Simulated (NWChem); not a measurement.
# Atomisation of dimethyl sulfide (C2H6S)

```xyz
9

C     -1.3791     0.0000     0.5069
S      0.0000     0.0000    -0.6547
C      1.3791     0.0000     0.5069
H     -1.3742     0.8990     1.1429
H     -2.3023     0.0000    -0.0896
H     -1.3742    -0.8990     1.1429
H      1.3742     0.8990     1.1429
H      2.3023     0.0000    -0.0896
H      1.3742    -0.8990     1.1429
```
Charge 0, spin multiplicity 1.

Everything below was run with NWChem. Structure: optimised with PBE0/def2-SVP, a minimum by its harmonic frequencies.

Basis set: def2-TZVP. The atomisation energy is electronic alone: no zero-point, thermal, spin-orbit or counterpoise terms. No value is extrapolated to the basis-set limit. Free atoms are single determinants with multiplicities C 3, S 3, H 2. Correlated methods freeze the same cores in atoms and molecule, 7 orbitals in all.

B3LYP has NWChem's definition, with VWN1-RPA local correlation. The stability of the SCF solutions was not checked. Open-shell Hartree-Fock references start from PBE0 orbitals.

**Question.** Order these methods by the atomisation energy they give, lowest first: B3LYP, PBE0, MP2, HF, TPSS, PBE.

**Answer.** HF (571.1 kcal/mol), MP2 (742.2 kcal/mol), B3LYP (761.8 kcal/mol), PBE0 (767.3 kcal/mol), TPSS (772.8 kcal/mol), PBE (775.9 kcal/mol)
